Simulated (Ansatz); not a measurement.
Molecule: water, H₂O, charge 0, multiplicity 1. 
Structure (B3LYP-D3(BJ)/def2-TZVP (Ansatz, a quantum-chemistry and plane-wave program) minimum search):
```
O
H 1 0.9627
H 1 0.9627 2 105.24
```
Charge 0, spin multiplicity 1.

Basis-set convergence of Hartree-Fock and CCSD(T) correlation energies (hartree) with Ansatz. Correlated levels leave the core frozen unless marked. No spin-orbit coupling. Non-relativistic.

| basis | functions | E(HF) | E(corr, CCSD(T)) | rough core time |
|---|---|---|---|---|
| aug-cc-pVDZ | 41 | -76.04108 | -0.23277 | under 20 s |
| aug-cc-pVTZ | 92 | -76.06022 | -0.28207 | under 20 s |
| aug-cc-pVQZ | 172 | -76.06558 | -0.29795 | 21 s |

Extrapolating the two largest sets (X = 3 and 4) as X^-3: E(corr) = (64·(-0.29795) - 27·(-0.28207))/37 = -0.3095 Eh, an estimate of the basis-set limit. The largest set recovers 96.3 % of it, the smallest 75.2 %.
